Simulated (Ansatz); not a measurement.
I need a ranking of conformers of C3H5ClO, SMILES O=CCCCl. Use the Python package of Ansatz (0.2.0). Level of theory (for the species named): MP2, cc-pVDZ basis, multiplicity 1.

`conformers.py`
```python
"""Conformer energies of C3H5ClO."""

import ansatz as az
from rdkit import Chem
from rdkit.Chem import AllChem

rd = Chem.AddHs(Chem.MolFromSmiles("O=CCCCl"))
ids = list(AllChem.EmbedMultipleConfs(rd, numConfs=20, randomSeed=907, pruneRmsThresh=0.4))
field = [energy for _, energy in AllChem.MMFFOptimizeMoleculeConfs(rd)]
distinct = {round(e, 2): i for i, e in zip(ids, field)}
chosen = sorted(distinct.items())[:4]
found = []
for force_field, index in chosen:
    system = az.Crystal.molecule()
    for atom, xyz in zip(rd.GetAtoms(), rd.GetConformer(index).GetPositions()):
        system = system.atom(atom.GetSymbol(), xyz.round(5).tolist())
    setup = (
        system.calculation()
        .basis(gaussian="cc-pVDZ")
        .correlation("mp2")
    )
    found.append(setup.run().report["free_energy_ev"])
print("conformer   MMFF (kcal/mol)   this level (kcal/mol)")
for (force_field, index), e in zip(chosen, found):
    print(f"{index:9d} {force_field - chosen[0][0]:17.2f} {23.060548 * (e - min(found)):17.3f}")
```

Running `python conformers.py` prints:
```text
conformer   MMFF (kcal/mol)   this level (kcal/mol)
        4              0.00             1.615
        6              0.89             0.000
        1              1.01             1.761
        5              1.69             1.106
```

Reading the output:
- These settings explore the input space; basis and method may be short of convergence.
- The conformers keep their force-field geometries.
- Run time: 6.1 s on 1 thread of Arm Neoverse V2 (shared host), peak memory 0.29 GiB.
